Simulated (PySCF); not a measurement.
Molecule: `Cn1cncn1`, C₃H₅N₃.

Numbering as in the mapped SMILES `[CH3:1][n:2]1[cH:3][n:4][cH:5][n:6]1`; H(Xn) means a hydrogen on atom n.

Geometry PBE0-D3(BJ)/def2-SVP throughout; GIAO in PySCF, gas phase, one conformer, non-relativistic; equivalent atoms averaged; basis pcSseg-2.

For orientation, BP86 gives these shifts δ (against TMS, NH3 at the same level): C5 158.5, C3 146.4, C1 37.6, N6 329.8, N4 291.8, N2 235.8, H(C5) 7.79, H(C3) 7.64, H(C1) 3.74 ppm.

A run gave: C5 166.4, C3 158.7, C1 35.2, N6 334.2, N4 279.9, N2 220.9, H(C5) 8.15, H(C3) 8.10, H(C1) 3.69 ppm (shifts δ (against TMS, NH3 at the same level)).

Task: Which functional was used in that run?
A. PBE
B. LDA
C. BLYP
D. HF
E. OPBE

Result: D. C3 tells them apart best: HF gives 158.7, BLYP gives 147.0, PBE gives 146.5, OPBE gives 142.0, LDA gives 151.2 ppm.
